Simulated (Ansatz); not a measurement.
Counterpoise correction, worked out

The pair of H2O (SMILES O, atoms 1–3) and SO2 (SMILES O=S=O, atoms 4–6), both closed shells, in one local arrangement (a lower one may exist), relaxed at PBE0-D4/def2-TZVP:

```json
{"atom": "O1", "x (Å)": "-0.3310", "y (Å)": "-0.1158", "z (Å)": "-1.2946"}
{"atom": "H2", "x (Å)": "-0.0876", "y (Å)": "0.7902", "z (Å)": "-1.5056"}
{"atom": "H3", "x (Å)": "0.4392", "y (Å)": "-0.6490", "z (Å)": "-1.5113"}
{"atom": "O4", "x (Å)": "-0.1989", "y (Å)": "1.2288", "z (Å)": "1.4779"}
{"atom": "S5", "x (Å)": "-0.4653", "y (Å)": "-0.1756", "z (Å)": "1.3646"}
{"atom": "O6", "x (Å)": "0.6436", "y (Å)": "-1.0787", "z (Å)": "1.4689"}
```

Computed with Ansatz 0.2.0 (basis: def2-TZVPPD); correlated methods freeze the cores.

MP2 total energies in eV:

| system | geometry | basis functions | energy |
| --- | --- | --- | --- |
| pair | pair | all | -16987.99774 |
| H2O | as in the pair | all (partner as ghosts) | -2076.97732 |
| SO2 | as in the pair | all (partner as ghosts) | -14910.88685 |
| H2O | as in the pair | its own | -2076.96833 |
| SO2 | as in the pair | its own | -14910.87041 |
| H2O | free (PBE0-D4 minimum) | its own | -2076.96972 |
| SO2 | free (PBE0-D4 minimum) | its own | -14910.86983 |

Q: Work out the interaction energy with and without the counterpoise correction, the superposition error, and the binding energy from the relaxed fragments.

A: Without correction: -16987.99774 − (-2076.96833) − (-14910.87041) = -0.15900 eV.
With correction (each fragment in the whole basis): -16987.99774 − (-2076.97732) − (-14910.88685) = -0.13357 eV = -3.08 kcal/mol.
The superposition error is the difference, 0.02543 eV, 16 % of the uncorrected value: each fragment borrows its partner's functions.
Deformation from the free shapes: 0.00139 eV for H2O and -0.00058 eV for SO2 (a small negative value is possible, since the free shapes are minima of another method).
Binding energy from relaxed fragments: -0.13357 + 0.00139 + (-0.00058) = -0.13276 eV = -3.06 kcal/mol (electronic, without zero-point energy; negative means bound). For comparison, the corrected interaction energy by CCSD(T) at an estimated basis limit (MP2 extrapolated from triple and quadruple zeta, plus CCSD(T) − MP2 in triple zeta) is -0.175 eV.

The T1 diagnostic stays at or below 0.022. The restricted Hartree–Fock reference is unstable towards an unrestricted one at one or more of these structures.

For scale, one of the runs: CCSD(T)/def2-TZVPPD, 205 basis functions, launched by `ansatz run in.yaml --threads 4 --pin off --events-out ev --progress --plain --max-ram 9574MiB`. Hardware: 4 CPU threads of an AMD EPYC 9R45, shared host. Wall time 13 s; peak host memory 2.8 GiB.
